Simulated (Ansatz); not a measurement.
## HAsSi⁺, doublet: reading a ladder of total energies

Geometry: that of the HAsSi, triplet, kept fixed.

| atom | x (Å) | y (Å) | z (Å) |
| --- | --- | --- | --- |
| Si | 0.0000 | 0.0280 | 1.7362 |
| As | 0.0000 | -0.0305 | -0.6393 |
| H | 0.0000 | 1.4877 | -0.8606 |

Basis cc-pVDZ; Ansatz 0.2.0. Only valence electrons are correlated (noble-gas cores and the filled d shells of p-block atoms frozen), which leaves 9 electrons in 31 orbitals. R marks a restricted (for open shells ROHF) determinant, U an unrestricted one. No spin–orbit coupling is included, and no scalar relativity.

Full CI isn't at hand for all of this; UCCSDT(Q) serves as the reference, and is uncertain by the last step of the cluster series or more.

Unrestricted rows (U) aren't spin-pure: their determinants' ⟨S²⟩ exceeds S(S+1) by up to 0.18, so they mix in states of higher spin.

UCCSD has a T1 diagnostic of 0.065 and a largest doubles amplitude of 0.07.

The cluster runs stand on a determinant 0.01 eV above the lowest UHF solution, chosen by a search with trial CCSD; the correlation energy below is counted from it.

Runs differ by some tens of microhartree through their thresholds and, for an open shell, their frozen cores, so steps under 0.03 kcal/mol mean nothing.

```csv
level,total energy (hartree)
UHF determinant under the cluster runs,-2523.354760
UMP2,-2523.495347
UCCSD,-2523.535724
UCCSD(T),-2523.542805
UCCSDT,-2523.544435
UCCSDT(Q),-2523.545023
```

**Question.** What is the correlation energy at UCCSDT(Q), and what share of it do UMP2 and UCCSDT recover?

**Answer.** E(corr) = -2523.545023 − (-2523.354760) = -0.190263 hartree = -5.177 eV. UMP2: -0.140587 / -0.190263 = 73.89 %. UCCSDT: -0.189675 / -0.190263 = 99.69 %.

**Question.** By how many kcal/mol does UCCSD(T) miss UCCSDT(Q) (1 hartree = 627.509 kcal/mol), and which steps make up the rest?

**Answer.** -2523.542805 − (-2523.545023) = 0.002218 hartree = 1.39 kcal/mol. Steps: UCCSDT − UCCSD(T) = -1.02, UCCSDT(Q) − UCCSDT = -0.37 kcal/mol. Differences between like states or geometries often cancel part of this.
